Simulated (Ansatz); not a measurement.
System: chalcopyrite ZnGeP2. Method: PBEsol (plane waves, PAW; Ansatz, an electronic-structure program).

Numerical settings: plane-wave cutoff 520 eV, 10×10×10 k mesh, Fermi–Dirac smearing 0.01 eV, scalar-relativistic PAW data made under PBE.

Cell (measured lattice):

```cif
data_Ge4P8Zn4
_chemical_formula_sum 'Zn4 Ge4 P8'
_space_group_name_H-M_alt 'I-42d'
_space_group_IT_number 122
_space_group_name_Hall 'I -4 2bw'
_cell_length_a 5.46000
_cell_length_b 5.46000
_cell_length_c 10.71000
_cell_angle_alpha 90.000
_cell_angle_beta 90.000
_cell_angle_gamma 90.000
loop_
_atom_site_label
_atom_site_type_symbol
_atom_site_symmetry_multiplicity
_atom_site_Wyckoff_symbol
_atom_site_fract_x
_atom_site_fract_y
_atom_site_fract_z
_atom_site_occupancy
Zn1 Zn 4 a 0.00000 0.00000 0.00000 1
Ge1 Ge 4 b 0.00000 0.00000 0.50000 1
P1 P 8 d 0.25217 0.25000 0.12500 1
```
(The calculation used a cell of 8 atoms; values per cell refer to that cell.)

### Question
Predict the band gap and smallest direct gap on the k points sampled.

### Answer

* **band gap**: 1.08 eV (indirect)
* **smallest direct gap on the k points sampled**: 1.22 eV

Measured, for comparison: band gap 2.05 eV (temperature not stated, not corrected to a static lattice, pseudodirect, our sources range from 1.80 to 2.20; as tabulated in Rashkeev et al. (1999), arXiv:cond-mat/9809378).

Note: cell and atoms aren't relaxed at this level (pressure -1.1 GPa).

Spin–orbit coupling is not included.

The computed numbers hold no vibrational or temperature effects.
